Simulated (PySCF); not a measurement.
# [NS3]-: relaxation and vibrations of the singlet

The task is one start of a wider search on [NS3]-: the singlet, from a side-on plus terminal start. It is relaxed, tested by its Hessian and followed downhill if it is a saddle.

Method: PBE, basis N def2-SVPD, S def2-SVPD, no relativity, density fitting; program: PySCF 2.14.0.

## Step 1: The starting structure

4 atoms, charge -1, spin multiplicity 1.

Bond lengths: N1–S2 1.792 Å, N1–S3 1.792 Å, N1–S4 1.667 Å, S2–S3 2.040 Å. Angles: S2–N1–S3 69.4°, S2–N1–S4 145.3°, S3–N1–S4 145.3°, N1–S2–S3 55.3°, N1–S3–S2 55.3°.

Z-matrix (Å, degrees; charge -1 multiplicity 1):
```
N
S  1 1.7922
S  2 2.0400 1 55.31
S  1 1.6667 2 145.31 3 180.00
```

## Step 2: Finding the electronic state

One driver script runs all steps and calls PySCF; scf.py shows how it sets up the SCF of each step. The optimiser is the driver's own. After this first run the driver tries any further starts and a stability analysis.

Input file scf.py:

```python
from pyscf import gto, scf, dft
mol = gto.M(atom='''
N      0.000000     0.000000     0.000000
S      1.020000     0.000000     1.473600
S     -1.020000     0.000000     1.473600
S      0.000000     0.000000    -1.666700''',
    basis={'N': 'def2-SVPD', 'S': 'def2-SVPD'},
    charge=-1, spin=0)
mf = dft.RKS(mol, xc='PBE')
mf.grids.atom_grid = (50, 194)
aux = {'N': 'def2-universal-JKFIT', 'S': 'def2-universal-JKFIT'}
mf = mf.density_fit(auxbasis=aux)
mf.conv_tol = 1e-08
mf.diis_space = 10
mf.max_cycle = 60
mf.init_guess = 'minao'
mf.verbose = 4
mf.kernel()
```

Command:

```console
> OMP_NUM_THREADS=2 python axn.py task.json out
```

After this run come: Relaxation: side-on plus terminal start, singlet; Vibrations and properties at this point.

**Question.** What will these runs give? Wanted: minimum; geometry; wavenumbers; dipole moment; highest occupied, lowest empty level; polar-tensor charge of N1; zero-point energy.

The runs gave:

```
                            quantity                                      value
                             minimum                               singlet, D3h
                            geometry        N–S 1.705 Å (×3); S–N–S 120.0° (×3)
                  wavenumbers (cm⁻¹)  300 (e'), 466 (a2''), 505 (a1'), 804 (e')
      dipole moment (centre of mass)                                     0.00 D
highest occupied, lowest empty level                             -0.08, 0.52 eV
           polar-tensor charge of N1                                    +0.72 e
                   zero-point energy                                19.0 kJ/mol
                 entropy at 298.15 K                            285.0 J/(mol K)
```

**Reading.** From C2v at the start the molecule goes to a D3h minimum. The strongest infrared band lies at 804 cm⁻¹ (e'). The first SCF alone would have been 264 kJ/mol too high. Only this shape and spin were tried, so other structures or states may lie lower.
